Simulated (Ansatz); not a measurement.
# CH₄AlF: a ladder of functionals and wavefunction methods

One table from this session's results is given with a row withheld; the runs are named, their logs left out.

The runs use Ansatz 0.2.0, Gaussian basis; functionals in def2-TZVPP, the program's frozen cores in correlated methods.

The runs, in order: LDA (SPW92), PBE-D4, revPBE-D4, BLYP-D4, r2SCAN-D4, B97M-V, PBE0-D4, B3LYP-D4, r2SCANh-D4, r2SCAN0-D4, HSE06-D4, BHLYP-D4, CAM-B3LYP-D4, LC-ωPBE, ωB97X-V, ωB97M-V, B2PLYP, PBE-QIDH; CCSD(T)/def2-SVP; CCSD(T)/def2-TZVPP; MP2/def2-QZVPP; extrapolation to the limit; RPA on PBE.

**Structure used throughout**

An earlier PBE0-D4 in a triple-zeta def2 set relaxation fixed the geometry.

SMILES `F[CH2][AlH2]`, 7 atoms, charge 0, spin multiplicity 1.

Atoms are counted from 1 here; the program's logs count them from 0.

Bond lengths: F1–C2 1.398 Å, C2–Al3 1.981 Å, C2–H4 1.099 Å, C2–H5 1.099 Å, Al3–H6 1.583 Å, Al3–H7 1.589 Å. Angles: F1–C2–Al3 112.4°, F1–C2–H4 107.7°, F1–C2–H5 107.7°, Al3–C2–H4 111.6°, Al3–C2–H5 111.6°, H4–C2–H5 105.5°, C2–Al3–H6 121.0°, C2–Al3–H7 117.1°, H6–Al3–H7 121.9°.

Coordinates:

```xyz
7
charge 0, multiplicity 1
F    -1.7439    0.3160   -0.6504
C    -0.6060   -0.4668   -0.4343
Al    0.8161    0.5187    0.5298
H    -0.2572   -0.8266   -1.4121
H    -0.9182   -1.3660    0.1147
H     0.6070    2.0235    0.9746
H     2.1635   -0.2669    0.8320
```

Set-up of the first run:

The input, in.yaml:

```yaml
crystal:
  periodic: [false, false, false]
  atoms:
    - {symbol: F, position_ang: [-1.743907, 0.315967, -0.650387]}
    - {symbol: C, position_ang: [-0.605982, -0.466850, -0.434289]}
    - {symbol: Al, position_ang: [0.816065, 0.518738, 0.529751]}
    - {symbol: H, position_ang: [-0.257224, -0.826606, -1.412127]}
    - {symbol: H, position_ang: [-0.918230, -1.365959, 0.114688]}
    - {symbol: H, position_ang: [0.606993, 2.023542, 0.974641]}
    - {symbol: H, position_ang: [2.163485, -0.266934, 0.832024]}
basis:
  gaussian: {orbitals: def2-TZVPP}
hamiltonian: {xc: lda}
output: {orbitals: {seedname: orbitals}}
```

Run with:

```sh
$ ansatz run in.yaml --threads 2 --pin off --events-out ev --progress --plain --max-ram 4352MiB
```

Among the steps run: LDA; PBE-D4 (GGA); revPBE-D4 (GGA); BLYP-D4 (GGA); r2SCAN-D4 (meta-GGA); B97M-V (meta-GGA); B3LYP-D4 (hybrid); r2SCANh-D4 (hybrid); r2SCAN0-D4 (hybrid); HSE06-D4 (hybrid); BHLYP-D4 (hybrid); CAM-B3LYP-D4 (range-separated); LC-ωPBE (range-separated); ωB97X-V (range-separated); ωB97M-V (range-separated); B2PLYP (double hybrid); PBE-QIDH (double hybrid).

One of the session's tables, all rows but one given; the rest of the session is left out.

It belongs to the step «Orbital energies across the functionals». 

| functional | HOMO (eV) | LUMO (eV) | gap (eV) |
| --- | --- | --- | --- |
| LDA (SPW92) | -6.53 | -2.61 | 3.92 |
| PBE-D4 | -6.40 | -2.37 | 4.03 |
| revPBE-D4 | -6.35 | -2.26 | 4.09 |
| BLYP-D4 | -6.32 | -2.29 | 4.04 |
| r2SCAN-D4 | -6.70 | -2.02 | 4.68 |
| B97M-V | -6.84 | -2.28 | 4.56 |
| PBE0-D4 | -7.84 | -1.60 | 6.24 |
| B3LYP-D4 | -7.64 | -1.84 | 5.80 |
| r2SCANh-D4 | -7.24 | -1.76 | 5.48 |
| r2SCAN0-D4 | -8.04 | -1.39 | 6.65 |
| HSE06-D4 | -7.44 | -1.97 | 5.47 |
| BHLYP-D4 | -9.21 | -0.88 | 8.33 |
| CAM-B3LYP-D4 | ? | ? | ? |
| LC-ωPBE | -10.61 | 0.42 | 11.03 |
| ωB97X-V | -10.26 | 0.29 | 10.55 |
| ωB97M-V | -10.12 | -0.01 | 10.11 |

Estimate the missing values for CAM-B3LYP-D4.

The run gave: HOMO (eV): -9.28; LUMO (eV): -0.71; gap (eV): 8.56. In the column «HOMO (eV)» it lies between ωB97M-V (-10.12) and BHLYP-D4 (-9.21).
